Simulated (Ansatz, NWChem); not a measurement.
## Abstraction of F: C4H7F + MgH → C4H7 + MgHF

Species: C4H7F `FC1CCC1`, singlet; MgH, doublet; C4H7 (cyclobutyl radical) `[CH]1CCC1`, doublet; MgHF `[F][MgH]`, singlet. A radical takes F: the energy is the difference in strength between the C–F bond broken and the Mg–F bond made.

Shapes, held fixed at every level: PBE0-D4/def2-TZVP. Programs: Ansatz 0.2.0, NWChem 7.3.0. The zero-point and thermal change to 298 K, harmonic and unscaled (PBE0-D4/def2-TZVP), is -9.6 kJ/mol.

```json
{"level": "HF/def2-SVP", "kind": "Hartree–Fock", "ΔH(298 K) (kJ/mol)": "-115.8", "less CCSD(T)/def2-TZVPP": "-15.0"}
{"level": "PBE-D4/def2-TZVPP", "kind": "GGA", "ΔH(298 K) (kJ/mol)": "-95.4", "less CCSD(T)/def2-TZVPP": "+5.4"}
{"level": "PBE0/def2-SVP", "kind": "global hybrid", "ΔH(298 K) (kJ/mol)": "-97.6", "less CCSD(T)/def2-TZVPP": "+3.2"}
{"level": "BHLYP-D4/def2-TZVPP", "kind": "global hybrid", "ΔH(298 K) (kJ/mol)": "-110.5", "less CCSD(T)/def2-TZVPP": "-9.7"}
{"level": "wB97M-V/def2-TZVPP", "kind": "range-separated hybrid", "ΔH(298 K) (kJ/mol)": "-108.3", "less CCSD(T)/def2-TZVPP": "-7.5"}
{"level": "CCSD(T)/def2-SVP", "kind": "coupled cluster or CI", "ΔH(298 K) (kJ/mol)": "-102.7", "less CCSD(T)/def2-TZVPP": "-1.9"}
{"level": "CCSD/def2-SVP", "kind": "coupled cluster or CI", "ΔH(298 K) (kJ/mol)": "-107.3", "less CCSD(T)/def2-TZVPP": "-6.5"}
{"level": "CCSD(T)/def2-TZVPP", "kind": "coupled cluster or CI", "ΔH(298 K) (kJ/mol)": "-100.8", "less CCSD(T)/def2-TZVPP": "0.0"}
```

The highest level, CCSD(T)/def2-TZVPP, gives ΔH(298 K) = -100.8 kJ/mol; the levels span -115.8 to -95.4. The column of differences is taken from that level and isn't an error. No measured value is set beside it here. Open shells run unrestricted. Outer-core shells of Mg are correlated, in sets that cover them unevenly.
